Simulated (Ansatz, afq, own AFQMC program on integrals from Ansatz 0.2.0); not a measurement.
## GeH3⁻, singlet: AFQMC among the cluster methods

```xyz
4

Ge    0.0002    0.0000   -0.0355
H     1.3433    0.0091    0.8611
H    -0.6865    1.1625    0.8504
H    -0.6705   -1.1720    0.8501
```

Basis aug-cc-pVTZ. Noble-gas cores (and the filled d shells of Ga–Kr and In–Xe) are frozen. Integrals, coupled cluster, full CI and functionals: Ansatz 0.2.0; the random walks run on the same integrals in our own AFQMC program. ph-AFQMC/CISD is guided by a CISD state made of CCSD amplitudes; releasing the constraint for a short imaginary time cuts its bias at the price of noise, slowly where states lie close. Free AFQMC starts from the CCSD state and is never constrained. Its projection time is finite, and what remains of the start isn't in its error. ± is one standard error of the sampling. No spin–orbit coupling.

Determinant: RHF, the one that the program's search chose, which needn't be the lowest solution. The geometry is a PBE0/def2-TZVPD stationary point of this or a neighbouring charge and spin state.

No full CI on the walks' own integrals is used here; CCSDT(Q) serves as the reference and is uncertain by about the last step of the cluster series.

Cautions: no relativity below Rb; no spin-orbit coupling; inner d shell frozen.

```
T1 diagnostic                               : 0.0152
weight of the determinant in the CISD state : 0.892
size of the correlated space                : 8 electrons in 114 orbitals
```

Reference: CCSDT(Q), correlation energy -4.987 eV. The released energy is read at 2.40 1/Eh (meV from the phaseless value at times in 1/Eh: -4 ± 4 at 0.24, -6 ± 3 at 0.51, -7.9 ± 2.2 at 0.99, -12.9 ± 2.2 at 1.62, -10 ± 4 at 2.40).

| level | E − E(reference) (meV) | share of correlation (%) |
| --- | --- | --- |
| HF | 4987.4 | 0.00 |
| MP2 | 925.7 | 81.44 |
| CCSD | 198.2 | 96.02 |
| CCSD(T) | 31.9 | 99.36 |
| CCSDT | 7.3 | 99.85 |
| ph-AFQMC/HF | -34.4 ± 22.0 | 100.69 |
| ph-AFQMC/CISD | 11.9 ± 4.6 | 99.76 |
| released AFQMC | 2.1 ± 3.5 | 99.96 |
| free AFQMC | -0.3 ± 8.0 | 100.01 |

Free projections are given only where their last times agree within the noise and don't stop above the reference; a slow remainder of the start can still hide under it. A walk keeps the symmetry of its determinant, which the program's search chose and which needn't be the lowest solution, so a lower state of the same spin and another symmetry isn't excluded. Released energies are given only where the last usable release times agree within the noise; a slower fall can still hide under it.
